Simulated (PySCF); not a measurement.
# C₄H₄F₂: geometry, NMR shifts, spin-spin couplings and electronic excitations

Wanted: the NMR shifts, spin-spin couplings and electronic excitations of C₄H₄F₂ (`C[C@@]1(F)C=C1F`), by calculation.

The runs use PySCF 2.14.0, with density-fitted response routines of our own; the level of theory stands in each step. All values are computed, except where a source is named. Atoms count from 0, in the outputs and in this text.

### 1 Starting geometry

10 atoms, charge 0, multiplicity 1; geometry from: GFN2-xTB.

Bonds of the start (Å): C0–C1 1.51, C1–F2 1.39, C1–C3 1.51, C3–C4 1.30, C4–F5 1.31, C4–C1 1.47, C0–H6 1.09, C0–H7 1.09, C0–H8 1.09, C3–H9 1.06.

### 2 Relaxing the molecule at PBE0-D3(BJ)/def2-SVP

What the job is given:

```
{"job": {"xc": "PBE0", "basis": "def2-SVP", "d3": "d3bj", "grid": 1, "kind": "geom"}, "charge": 0, "multiplicity": 1}
C     -1.274178    -0.259525    -0.219461
C      0.103372    -0.180944     0.382014
F      0.125744    -0.816521     1.619318
C      1.392028    -0.200727    -0.397493
C      1.066111     0.916512     0.192282
F      1.359276     2.170010     0.459026
H     -1.286139     0.240610    -1.183221
H     -1.559151    -1.301414    -0.351087
H     -1.996903     0.214479     0.441981
H      2.078723    -0.777824    -0.965887
```

Standard output:

```text
step   0  E = -353.78205328  max force = 0.017212
step   1  E = -353.78228106  max force = 0.008884
step   2  E = -353.78308040  max force = 0.004616
step   3  E = -353.78345423  max force = 0.003739
step   4  E = -353.78353428  max force = 0.001676
step   5  E = -353.78358050  max force = 0.001058
step   6  E = -353.78360670  max force = 0.001500
step   7  E = -353.78362759  max force = 0.001340
step   8  E = -353.78363650  max force = 0.000600
step   9  E = -353.78363966  max force = 0.000148
optimisation converged
```

It took 28 s on 1 thread, shared host.

The steps of the relaxation:

| step | energy from step 0 (eV) | largest force component (eV/Å) |
| --- | --- | --- |
| 0 | 0.0000 | 0.8851 |
| 1 | -0.0062 | 0.4568 |
| 2 | -0.0279 | 0.2374 |
| 3 | -0.0381 | 0.1923 |
| 4 | -0.0403 | 0.0862 |
| 5 | -0.0416 | 0.0544 |
| 6 | -0.0423 | 0.0771 |
| 7 | -0.0428 | 0.0689 |
| 8 | -0.0431 | 0.0309 |
| 9 | -0.0432 | 0.0076 |

Close pairs (by a distance rule), those that changed most:

| bond | before (Å) | after (Å) | change (Å) |
| --- | --- | --- | --- |
| C3–H9 | 1.062 | 1.087 | +0.025 |
| C1–C4 | 1.472 | 1.451 | -0.021 |
| C0–H7 | 1.088 | 1.100 | +0.012 |
| C0–H6 | 1.086 | 1.098 | +0.012 |
| C0–H8 | 1.088 | 1.100 | +0.012 |
| C4–F5 | 1.315 | 1.305 | -0.010 |
| C1–F2 | 1.391 | 1.382 | -0.009 |
| C3–C4 | 1.305 | 1.300 | -0.004 |

The next job starts from the end point, and lists it.

| at the end point | value |
| --- | --- |
| point group (found at 0.08 Å tolerance) | C1 |
| rotational constants (GHz, main isotopes) | 5.915, 2.673, 2.506 |
| dipole moment (D) | 1.94 |

### 3 Nuclear shieldings: PBE0/pcSseg-1

What the job is given:

```
{"job": {"kind": "nmr", "xc": "PBE0", "basis": "pcSseg-1"}, "charge": 0, "multiplicity": 1}
C     -1.234177     0.055769    -0.430631
C      0.018421    -0.266137     0.336472
F     -0.288995    -1.195798     1.311321
C      1.399320    -0.345528    -0.258885
C      1.146589     0.612200     0.583658
F      1.593483     1.654728     1.228793
H     -1.033503     0.788157    -1.223381
H     -1.638115    -0.861209    -0.885320
H     -2.002770     0.460995     0.244239
H      2.049077    -0.896821    -0.933213
```

Level: GIAO PBE0/pcSseg-1 NMR shielding, non-relativistic, gas phase.

Standard output:

```text
coarse grid: 9000 points
cycle   1  E = -353.8950144605  dE =  1.004e+00  |g| = 6.147e-01  |ddm| = 2.844e+00
cycle   2  E = -353.8440079243  dE =  5.101e-02  |g| = 8.581e-01  |ddm| = 1.035e+00
cycle   3  E = -353.9592861448  dE = -1.153e-01  |g| = 8.789e-02  |ddm| = 6.557e-01
cycle   4  E = -353.9607756289  dE = -1.489e-03  |g| = 3.011e-02  |ddm| = 9.578e-02
cycle   5  E = -353.9609608501  dE = -1.852e-04  |g| = 1.182e-02  |ddm| = 3.131e-02
cycle   6  E = -353.9609870745  dE = -2.622e-05  |g| = 4.349e-03  |ddm| = 1.247e-02
cycle   7  E = -353.9609913804  dE = -4.306e-06  |g| = 6.492e-04  |ddm| = 3.690e-03
final grid: 89528 points
cycle   8  E = -354.0092432027  dE = -2.558e-05  |g| = 6.689e-03  |ddm| = 2.415e-02
cycle   9  E = -354.0092352959  dE =  7.907e-06  |g| = 9.643e-03  |ddm| = 1.287e-02
cycle  10  E = -354.0092530206  dE = -1.772e-05  |g| = 1.106e-03  |ddm| = 7.228e-03
cycle  11  E = -354.0092532382  dE = -2.176e-07  |g| = 2.406e-04  |ddm| = 1.021e-03
cycle  12  E = -354.0092532468  dE = -8.556e-09  |g| = 1.432e-04  |ddm| = 2.921e-04
cycle  13  E = -354.0092532514  dE = -4.571e-09  |g| = 2.184e-05  |ddm| = 1.122e-04
cycle  14  E = -354.0092532515  dE = -1.046e-10  |g| = 6.109e-06  |ddm| = 2.447e-05
converged SCF energy = -354.0092532515

GIAO shielding tensors (ppm)
atom      isotropic    diamagn.    paramagn.     s11        s22        s33       span
  0 C      161.809     247.808     -85.999    135.078    163.788    186.560     51.482
  1 C      106.191     238.293    -132.102     55.190     82.144    181.239    126.049
  2 F      299.784     475.216    -175.432    234.116    276.151    389.083    154.967
  3 C       88.764     259.876    -171.112      7.471     87.393    171.427    163.956
  4 C       24.658     253.315    -228.657    -86.806     72.344     88.434    175.240
  5 F      303.688     470.277    -166.589    154.078    262.790    494.196    340.118
  6 H       30.631      29.210       1.421     26.696     28.674     36.523      9.826
  7 H       29.120      28.326       0.794     25.895     27.310     34.155      8.260
  8 H       29.132      28.324       0.808     25.722     27.198     34.475      8.752
  9 H       25.454      31.305      -5.851     23.474     24.539     28.349      4.875
```

It took 6.8 s on 1 thread, shared host.

Shifts follow as δ = σ(reference) − σ, with reference shieldings (ppm) from runs at the same level and on the same kind of geometry: ¹H TMS 31.27, ¹³C TMS 184.4, ¹⁹F CFCl3 177.2. The references are single molecules in the gas phase, so shifts against H2O, NH3, PH3, H3PO4 or CFCl3 are not on the usual liquid scales and can be off by tens of ppm. Atoms listed in one row are averaged.

| atoms | environment | σ (ppm) | δ (ppm) | δ scaled to CDCl3 |
| --- | --- | --- | --- | --- |
| C4 | fully substituted alkene carbon | 24.7 | 159.8 | 154.6 |
| C3 | alkene CH | 88.8 | 95.6 | 92.4 |
| C1 | three-membered-ring carbon bearing a halogen | 106.2 | 78.2 | 75.4 |
| C0 | methyl carbon | 161.8 | 22.6 | 21.4 |
| H9 | hydrogen on an alkene CH | 25.45 | 5.81 | 5.73 |
| H6, H7, H8 | hydrogen on a methyl carbon | 29.63 | 1.64 | 1.77 |
| F2 | fluorine on an sp3 carbon | 299.8 | -122.5 | – |
| F5 | vinylic fluorine | 303.7 | -126.4 | – |

The scaled column applies a straight-line fit of computed shieldings to shifts measured in CDCl3, and one for carbons that bear F (root-mean-square error 0.21 ppm for H, 2.0 ppm for C).

Charges from the same density, by scheme (e):

| atoms | Mulliken | IAO | Hirshfeld | ESP fit |
| --- | --- | --- | --- | --- |
| C0 | -0.23 | -0.44 | -0.13 | -0.53 |
| C1 | 0.12 | 0.30 | 0.08 | 0.41 |
| F2 | -0.32 | -0.34 | -0.14 | -0.28 |
| C3 | -0.15 | -0.22 | -0.07 | -0.35 |
| C4 | 0.30 | 0.28 | 0.08 | 0.19 |
| F5 | -0.21 | -0.21 | -0.05 | -0.12 |

Mayer bond orders: C0–C1 1.01, C1–F2 0.90, C1–C3 0.84, C3–C4 1.68, C4–F5 1.05, C4–C1 1.03.

### 4 Spin-spin couplings: B3LYP/pcJ-1

The job, as its differences from that of step 3:

```diff
@@ -1,2 +1,2 @@
-{"job": {"kind": "nmr", "xc": "PBE0", "basis": "pcSseg-1"}, "charge": 0, "multiplicity": 1}
+{"job": {"kind": "j", "xc": "B3LYP", "basis": "pcJ-1"}, "charge": 0, "multiplicity": 1}
 C     -1.234177     0.055769    -0.430631
```

Level: B3LYP/pcJ-1 indirect spin-spin coupling, non-relativistic, gas phase.

Standard output:

```text
coarse grid: 9000 points
cycle   1  E = -354.2954912817  dE =  9.401e-01  |g| = 6.711e-01  |ddm| = 2.670e+00
cycle   2  E = -354.2185436491  dE =  7.695e-02  |g| = 9.913e-01  |ddm| = 1.140e+00
cycle   3  E = -354.3677694283  dE = -1.492e-01  |g| = 1.108e-01  |ddm| = 7.308e-01
cycle   4  E = -354.3700087810  dE = -2.239e-03  |g| = 4.203e-02  |ddm| = 1.204e-01
cycle   5  E = -354.3703587450  dE = -3.500e-04  |g| = 1.584e-02  |ddm| = 3.964e-02
cycle   6  E = -354.3704053158  dE = -4.657e-05  |g| = 5.412e-03  |ddm| = 1.456e-02
cycle   7  E = -354.3704117237  dE = -6.408e-06  |g| = 9.610e-04  |ddm| = 4.358e-03
final grid: 89528 points
cycle   8  E = -354.4227509932  dE = -1.342e-04  |g| = 6.873e-03  |ddm| = 1.305e-02
cycle   9  E = -354.4227395215  dE =  1.147e-05  |g| = 1.061e-02  |ddm| = 1.138e-02
cycle  10  E = -354.4227589927  dE = -1.947e-05  |g| = 1.140e-03  |ddm| = 7.467e-03
cycle  11  E = -354.4227591454  dE = -1.527e-07  |g| = 6.954e-04  |ddm| = 1.301e-03
cycle  12  E = -354.4227592464  dE = -1.010e-07  |g| = 2.012e-04  |ddm| = 5.892e-04
cycle  13  E = -354.4227592548  dE = -8.400e-09  |g| = 1.835e-05  |ddm| = 1.381e-04
cycle  14  E = -354.4227592549  dE = -6.435e-11  |g| = 8.658e-06  |ddm| = 2.378e-05
converged SCF energy = -354.4227592549

Indirect spin-spin couplings (Hz)
  i      j    bonds     total        FC       PSO       DSO        SD
  0 C    1 C    1     60.688    61.452    -1.046     0.282         -
  0 C    2 F    2     46.555    51.246    -4.668    -0.060     0.037
  0 C    3 C    2     -1.215    -0.910    -0.276    -0.029         -
  0 C    4 C    2     -2.367    -2.070    -0.295    -0.002         -
  0 C    5 F    3     -1.648    -1.515     0.008    -0.214     0.072
  0 C    6 H    1    134.660   132.894     1.079     0.686         -
  0 C    7 H    1    134.479   132.723     1.063     0.693         -
  0 C    8 H    1    134.812   133.061     1.058     0.693         -
  0 C    9 H    3     -0.416    -0.365     0.229    -0.280         -
  1 C    2 F    1   -309.041  -333.789     8.342     0.981    15.426
  1 C    3 C    1     14.811    15.821    -1.262     0.251         -
  1 C    4 C    1     29.496    31.420    -2.276     0.352         -
  1 C    5 F    2      9.728     8.221     2.256    -0.272    -0.477
  1 C    6 H    2     -0.549    -0.562    -0.058     0.071         -
  1 C    7 H    2     -8.385    -8.288    -0.170     0.073         -
  1 C    8 H    2     -7.862    -7.783    -0.148     0.069         -
  1 C    9 H    2     -1.069    -1.059     0.421    -0.431         -
  2 F    3 C    2     26.048    20.975     3.022    -0.141     2.192
  2 F    4 C    2     13.772    18.906    -5.562    -0.009     0.436
  2 F    5 F    3     50.115    18.256    31.501    -0.951     1.310
  2 F    6 H    3     38.568    39.480     1.044    -2.061     0.105
  2 F    7 H    3      0.207     0.294     0.702    -0.137    -0.651
  2 F    8 H    3     -0.498    -0.689     0.982    -0.152    -0.640
  2 F    9 H    3     -3.190    -4.070     2.212    -1.287    -0.045
  3 C    4 C    1     61.925    66.089    -4.444     0.279         -
  3 C    5 F    2    -32.988   -10.350   -29.994    -0.517     7.873
  3 C    6 H    3      0.626     0.617    -0.014     0.022         -
  3 C    7 H    3      5.369     5.457     0.060    -0.148         -
  3 C    8 H    3     11.537    11.692     0.319    -0.475         -
  3 C    9 H    1    236.360   236.271    -0.737     0.826         -
  4 C    5 F    1   -525.449  -489.609   -30.165     0.879    -6.553
  4 C    6 H    3      0.588     0.611    -0.150     0.127         -
  4 C    7 H    3     14.502    14.642     0.247    -0.387         -
  4 C    8 H    3      6.134     6.159     0.082    -0.107         -
  4 C    9 H    2     -3.962    -4.193     0.910    -0.680         -
  5 F    6 H    4      0.451     0.187     0.976    -0.463    -0.249
  5 F    7 H    4      6.236     6.733     0.878    -1.462     0.088
  5 F    8 H    4      9.115     9.394     0.284    -0.538    -0.025
  5 F    9 H    3     -4.104     1.003    -3.604    -1.782     0.278
  6 H    7 H    2    -14.009   -14.106     2.564    -2.466         -
  6 H    8 H    2    -13.932   -14.034     2.562    -2.461         -
  7 H    8 H    2    -15.493   -15.630     2.465    -2.328         -
  7 H    9 H    4      1.054     1.124     0.539    -0.609         -
  8 H    9 H    4      0.373     0.487     1.706    -1.820         -
```

It took 18 s on 1 thread, shared host.

Couplings of 1 Hz or more, nine at most for each number of bonds, with means over like pairs (isotopes 13C, 19F, 1H):

| pair | bonds | J (Hz) | Fermi contact (Hz) | dihedral (°) |
| --- | --- | --- | --- | --- |
| C4–F5 | 1 | -525.4 | -489.6 | – |
| C1–F2 | 1 | -309.0 | -333.8 | – |
| C3–H9 | 1 | 236.4 | 236.3 | – |
| C0–H6 | 1 | 134.7 | 132.9 | – |
| C3–C4 | 1 | 61.9 | 66.1 | – |
| C0–C1 | 1 | 60.7 | 61.5 | – |
| C1–C4 | 1 | 29.5 | 31.4 | – |
| C1–C3 | 1 | 14.8 | 15.8 | – |
| C0–F2 | 2 | 46.6 | 51.2 | – |
| C3–F5 | 2 | -33.0 | -10.3 | – |
| F2–C3 | 2 | 26.0 | 21.0 | – |
| H6–H7 | 2 | -14.5 | -14.6 | – |
| F2–C4 | 2 | 13.8 | 18.9 | – |
| C1–F5 | 2 | 9.7 | 8.2 | – |
| C1–H6 | 2 | -5.6 | -5.5 | – |
| C4–H9 | 2 | -4.0 | -4.2 | – |
| C0–C4 | 2 | -2.4 | -2.1 | – |
| F2–F5 | 3 | 50.1 | 18.3 | -76 |
| F2–H6 | 3 | 12.8 | 13.0 | – |
| C4–H6 | 3 | 7.1 | 7.1 | – |
| C3–H6 | 3 | 5.8 | 5.9 | – |
| F5–H9 | 3 | -4.1 | 1.0 | 0 |
| F2–H9 | 3 | -3.2 | -4.1 | 74 |
| C0–F5 | 3 | -1.6 | -1.5 | 72 |
| F5–H6 | 4 | 5.3 | 5.4 | – |

The spin-dipole term was solved for some atoms only; pairs without it lack that part.

Shifts (PBE0/pcSseg-1, unscaled) and these couplings together give the proton spectrum at 400 MHz below.

¹H NMR δ 5.81 (dd, J = 4.1, 3.2 Hz, 1H), 1.64 (dd, J = 12.8, 5.3 Hz, 3H).

(Part 1 of 2 ends here.)
